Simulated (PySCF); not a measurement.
Compound: 2,3-hexadiene, C6H10.
Bonds: C1–C2, C2–C3 (double), C3–C4 (double), C4–C5, C5–C6. Hydrogens: H7, H8, H9 on C1; H10 on C2; H11 on C4; H12, H13 on C5; H14, H15, H16 on C6.

Computed with PBE0-D3(BJ)/def2-SVP geometry optimisation, gas phase in PySCF 2.14.0.

Question: Give the optimised bond lengths and angles.

Answer: 
```
                  bond  length (bohr)   order
                 C1–C2          2.835  single
                 C2=C3          2.478  double
                 C3=C4          2.478  double
                 C4–C5          2.844  single
                 C5–C6          2.881  single
   C1–H7, C1–H8, C1–H9          2.081  single
                C2–H10          2.077  single
                C4–H11          2.078  single
        C5–H12, C5–H13          2.084  single
C6–H14, C6–H15, C6–H16          2.081  single
```

Bonds in one row agree within 0.02 bohr and their mean is given. Orders are formal, as drawn. A selection of angles:
```
     angle  degrees
  C2–C1–H7    111.4
  H7–C1–H8    108.3
  C1–C2–C3    125.2
 C1–C2–H10    117.0
 C3–C2–H10    117.8
  C2–C3–C4    179.0
  C3–C4–C5    125.3
 C3–C4–H11    118.1
 C5–C4–H11    116.6
  C4–C5–C6    112.7
 C4–C5–H12    108.7
 C6–C5–H12    109.3
H12–C5–H13    106.4
 C5–C6–H14    111.2
H14–C6–H15    108.0
```

Dihedral angles: C3–C4–C5–C6 118° (anticlinal). The mirror-image conformer, all signs reversed, is as good.

The C–C distances run from 1.311 Å (C3=C4, drawn double) to 1.525 Å (C5–C6, drawn single), a spread of 0.214 Å.

Point group: C1 (no symmetry element, even within 0.4 Å). Not checked by PBE0-D3(BJ)/def2-SVP frequencies. One conformer, not necessarily the lowest.

Time: 22 s. Hardware: an Arm Neoverse V2 with one thread, no GPU (shared host). These figures are those of the optimisation.
